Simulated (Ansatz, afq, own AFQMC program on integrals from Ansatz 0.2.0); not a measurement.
**GeH4O, singlet in 6-31G, levels against AFQMC with the constraint released**

```yaml
atoms:
  - { symbol: Ge, position_ang: [0.0000, -0.0163, 0.3854] }
  - { symbol: O, position_ang: [0.0000, 0.1257, -1.7740] }
  - { symbol: H, position_ang: [1.2597, -0.7647, 0.8628] }
  - { symbol: H, position_ang: [0.0000, 1.4391, 0.8603] }
  - { symbol: H, position_ang: [-1.2597, -0.7647, 0.8628] }
  - { symbol: H, position_ang: [0.0000, -0.7334, -2.2007] }
```

Connectivity, by distances: GeH3–OH.

Basis 6-31G. Only valence electrons are correlated. Ansatz 0.2.0 and our own AFQMC program on the same integrals; the CISD trial comes from CCSD amplitudes, and released means the phaseless constraint is let go. Uncertainties: one standard error, sampling alone. No spin–orbit coupling.

Determinant: RHF, the one that the program's search chose, which needn't be the lowest solution. The geometry is a point of a scan.

No full CI on the walks' own integrals is used here. The released AFQMC energy serves as the reference, which it does only where one determinant dominates, the energy is flat over the last release times and near the phaseless one (40 meV or 2 meV an electron, half that with transition metals). On small molecules, where full CI could be run and the noise was under 10 meV, such values lay within 10 meV of it in 19 cases of 20, a flattering rate, since the rule was set on those same cases; what remains of the bias isn't in the error bar.

Cautions: no relativity below Rb; no spin-orbit coupling; inner d shell frozen; the released value is read at 2.40 1/Eh with a noise of 13 meV, more than in the cases checked (meV from the phaseless value at times in 1/Eh: 1 ± 13 at 0.24, 0 ± 11 at 0.51, 3 ± 9 at 0.99, 2 ± 13 at 1.62, -9 ± 13 at 2.40).

The T1 diagnostic is 0.0166 and the weight of the determinant in the CISD state is 0.896. The size of the correlated space is 14 electrons in 31 orbitals.

```
  level  correlation energy (eV)
    MP2                  -5.2911
   CCSD                  -5.8345
CCSD(T)                  -5.9430
```

Estimate where AFQMC with the constraint released lies against CCSD(T) on the same integrals.

0.63 ± 0.29 kcal/mol below CCSD(T).

Reference: AFQMC with the constraint released, correlation energy -5.970 ± 0.013 eV.

| level | E − E(reference) (kcal/mol) | share of correlation (%) |
| --- | --- | --- |
| CCSD(T) | 0.63 ± 0.29 | 99.54 |
| ph-AFQMC/HF | -1.46 ± 1.45 | 101.06 |
| ph-AFQMC/CISD | 0.21 ± 0.40 | 99.85 |

A walk keeps the symmetry of its determinant, which the program's search chose and which needn't be the lowest solution, so a lower state of the same spin and another symmetry isn't excluded. Released energies are given only where the last usable release times agree within the noise; a slower fall can still hide under it.
